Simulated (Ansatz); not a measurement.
A trace of molecular dynamics of H9NSi2 (12 atoms, charge 0, multiplicity 1).

Theory: RKS B3LYP-D4/6-31G* in Ansatz 0.2.0.

```json
{"ensemble": "NVE (velocity Verlet)", "starting velocities drawn for": "300 K", "seed": "2180"}
```

| time (fs) | T (K) | potential energy less start (eV) | conserved less start (meV/atom) |
| --- | --- | --- | --- |
| 0 | 300 | 0.000 | 0.00 |
| 4 | 205 | 0.124 | 0.11 |
| 8 | 333 | -0.042 | 0.05 |
| 12 | 561 | -0.337 | 0.03 |
| 16 | 707 | -0.527 | -0.01 |
| 20 | 803 | -0.650 | -0.04 |
| 24 | 720 | -0.542 | 0.06 |
| 28 | 764 | -0.599 | 0.08 |
| 32 | 874 | -0.741 | 0.05 |
| 36 | 1085 | -1.016 | -0.08 |
| 40 | 1131 | -1.073 | 0.02 |
| 44 | 1333 | -1.336 | -0.03 |
| 48 | 1366 | -1.376 | 0.11 |
| 52 | 1522 | -1.580 | -0.01 |
| 56 | 1406 | -1.429 | 0.10 |
| 60 | 1550 | -1.617 | -0.09 |
| 64 | 1489 | -1.536 | 0.05 |
| 68 | 1604 | -1.686 | -0.03 |
| 72 | 1497 | -1.547 | 0.07 |
| 76 | 1510 | -1.565 | -0.03 |
| 80 | 1468 | -1.509 | -0.01 |
| 84 | 1479 | -1.524 | 0.04 |
| 88 | 1553 | -1.620 | 0.02 |
| 92 | 1515 | -1.570 | 0.05 |
| 96 | 1538 | -1.601 | -0.05 |
| 100 | 1444 | -1.478 | 0.08 |

Problem. Can this run be trusted? Judge the integration.

Solution. The conserved energy stayed within 0.15 meV per atom of its start (net change 0.081 meV per atom), so the integration is sound. The kinetic energy rose, since the run started high on the potential surface and went downhill. It ends in pieces (H4Si + H5NSi), so much of that is their flight and rotation, not heat. A run of 0.1 ps of so small a system gives no equilibrium averages. The orbitals stay closed-shell, which can raise the energy where a bond breaks towards radicals; this wasn't checked here. The time step was 0.5 fs.

The run took 5.8 min on 1 thread of Intel(R) Xeon(R) 6975P-C (Granite Rapids), with other jobs on the host, peak memory 0.15 GiB.
